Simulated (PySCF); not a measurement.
Consider carbonyl sulfide, `O=C=S` (COS). Numbering: `[O:1]=[C:2]=[S:3]`

Level of theory: B3LYP-D3(BJ)/ma-def2-TZVP single points in PySCF, grid level 2; every species was optimised with PBE0-D3(BJ)/ma-def2-SVP. Thermal corrections: PBE0-D3(BJ)/ma-def2-SVP frequencies, unscaled, ideal gas at 298.15 K and 1 bar, quasi-RRHO entropy.

Task: What are the vertical and the adiabatic ionisation energy for forming the radical cation?

Result: 11.29 eV vertical and 11.18 eV adiabatic, the latter with zero-point energy.

Task: Where does the unpaired spin of the relaxed radical cation sit?

Result: S3 (thiocarbonyl sulfur) 0.87, O1 (carbonyl oxygen) 0.20 (intrinsic atomic orbital populations).

Task: How far is −ε(HOMO) from the vertical value by ΔSCF?

Result: −ε(HOMO) = 8.44 eV, which is 2.85 eV below the ΔSCF value.

---

Consider methyl cation, `[CH3+]` ([CH3]+). Coordinates in Å; atoms count from 1 in this order:
```
C     0.0053    0.0025   -0.0110
H     1.0558   -0.3258    0.0792
H    -0.8040   -0.7464   -0.0721
H    -0.2361    1.0796   -0.0417
```

These are calculated values, B3LYP-D3(BJ)/ma-def2-TZVP in PySCF (grid level 2) at geometries from PBE0-D3(BJ)/def2-SVP. Thermal corrections: PBE0-D3(BJ)/def2-SVP frequencies, unscaled, ideal gas at 298.15 K and 1 bar, quasi-RRHO entropy.

Problem. What are the vertical and the adiabatic recombination energy for forming the radical?

Solution. 9.88 eV vertical and 9.95 eV adiabatic, the latter with zero-point energy.

Problem. Where does the unpaired spin of the relaxed radical sit?

Solution. C1 (cationic carbon) 1.09 (intrinsic atomic orbital populations).

---

Consider `O=[P+]=O` ([O2P]+). Atom numbers as in the mapped SMILES `[O:1]=[P+:2]=[O:3]`.

Level of theory: PBE0-D3(BJ)/ma-def2-TZVP single points in PySCF, grid level 2; every species was optimised with PBE0-D3(BJ)/def2-SVP. Zero-point and thermal terms (298.15 K, 1 bar) come from unscaled PBE0-D3(BJ)/def2-SVP harmonic frequencies, with soft modes damped to free rotors in the entropy.

(1) What are the vertical and the adiabatic recombination energy for forming the radical?

(2) Where does the unpaired spin of the relaxed radical sit?

## Answers

(1) 10.03 eV vertical and 10.92 eV adiabatic, the latter with zero-point energy.

(2) P2 (phosphorus) 0.48, O3 (oxygen on the pnictogen) 0.26, O1 (oxygen on the pnictogen) 0.26 (intrinsic atomic orbital populations).
